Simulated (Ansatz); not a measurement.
Calculated with Ansatz (gas phase, PBE0-D4/def2-TZVP geometries, no zero-point term in ΔE). CBS: MP2 limit from def2 TZ/QZ plus the TZ coupled-cluster correction, frozen cores. Functionals use def2-TZVPP. Each species was taken in one conformer, which may not be the lowest.

Reaction (isomerisation): `C=CC(O)(F)F` → `FC[C@@H]1O[C@H]1F`

`C=CC(O)(F)F`:

Cartesian coordinates in Å:
```
C -1.427 -0.700 -0.145
C -0.117 -0.819 -0.026
C 0.815 0.340 0.082
O 0.178 1.528 0.041
F 1.548 0.237 1.232
F 1.751 0.273 -0.913
H -1.903 0.272 -0.172
H -2.060 -1.576 -0.219
H 0.379 -1.783 0.003
H 0.836 2.228 0.117
```

`FC[C@@H]1O[C@H]1F`:

Cartesian coordinates in Å:
```
F 2.149 -0.283 0.347
C 1.016 0.452 0.618
C 0.008 0.225 -0.466
O -1.318 0.695 -0.168
C -1.125 -0.665 -0.299
F -1.689 -1.224 -1.387
H 0.616 0.143 1.588
H 1.294 1.509 0.668
H 0.337 0.426 -1.483
H -1.289 -1.279 0.584
```

```tsv
level	ΔE (kJ/mol)
PBE-D4	101.8
r2SCAN	113.5
CCSD/def2-TZVPP	119.5
CCSD/CBS(def2)	121.2
```

Question: What does CCSD(T)/CBS give? (An estimate is asked.)

Answer: Ansatz gave: +121.6 kJ/mol. The listed levels differ from it by -19.8, -8.1, -2.1, -0.4 kJ/mol.

Largest T1 diagnostic among the species: 0.012.

In def2-TZVPP, CCSD(T) changes the Hartree–Fock value by −9.7 kJ/mol (the triples alone add +0.4 kJ/mol) and MP2 by −14.4 kJ/mol. From PBE to PBE0 (25 % exact exchange), in def2-TZVPP and without D4, ΔE moves by +3.3 kJ/mol.
